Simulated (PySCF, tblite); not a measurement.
Isomers of C4H5OP, one GFN2-xTB conformer each. Single-point energies are computed at PBE0/pcSseg-1 (PySCF, gas phase, no added dispersion term), electronic only.

```csv
SMILES,GFN2-xTB relative energy (kJ/mol)
C=CCP=C=O,161.1
Pc1ccoc1,9.1
Cc1cocp1,0.0
```

Conformers: `[CH2:1]=[CH:2][CH2:3][P:4]=[C:5]=[O:6]` with C1–C2–C3–P4 -103°, C2–C3–P4–C5 -60°; `[PH2:1][c:2]1[cH:3][cH:4][o:5][cH:6]1` with H–P1–C2–C3 71° and 164°.

Q: What does PBE0/pcSseg-1 give for the same structures?

A: 
```
   SMILES  PBE0/pcSseg-1 E (Eh)  PBE0/pcSseg-1 (kJ/mol)  GFN2-xTB (kJ/mol)  point group
 Cc1cocp1            -571.54726                     0.0                0.0           Cs
 Pc1ccoc1            -571.53442                    33.7                9.1            –
C=CCP=C=O            -571.51647                    80.8              161.1           C1
```

Both levels put the same isomer lowest; measured from each level's own lowest isomer, the values differ by up to 80.3 kJ/mol (C=CCP=C=O: 161.1 against 80.8). As drawn, the lowest has an aromatic ring, which the highest lacks; the highest has a C=O bond, cumulated double bonds and a C=C bond outside aromatic rings, which the lowest lacks.

Q: Which frontier levels, dipoles and rotational constants go with these structures?

A: 
```json
{"SMILES": "Cc1cocp1", "HOMO (eV, PBE0/pcSseg-1)": "-6.86", "LUMO (eV)": "-0.81", "dipole (D)": "1.24", "A, B, C (MHz)": "5081, 3178, 1979"}
{"SMILES": "Pc1ccoc1", "HOMO (eV, PBE0/pcSseg-1)": "-6.58", "LUMO (eV)": "0.13", "dipole (D)": "0.78", "A, B, C (MHz)": "8919, 1952, 1620"}
{"SMILES": "C=CCP=C=O", "HOMO (eV, PBE0/pcSseg-1)": "-6.60", "LUMO (eV)": "-1.97", "dipole (D)": "1.86", "A, B, C (MHz)": "5012, 1821, 1477"}
```

Q: What happens when harmonic zero-point energies from GFN2-xTB frequencies are added?

A: 
```tsv
SMILES	ZPE (kJ/mol)	electronic (kJ/mol)	with ZPE (kJ/mol)
Cc1cocp1	210.3	0.0	0.0
Pc1ccoc1	199.0	33.7	22.3
C=CCP=C=O	203.5	80.8	74.0
```

The zero-point energies span 11.3 kJ/mol. The order is unchanged.
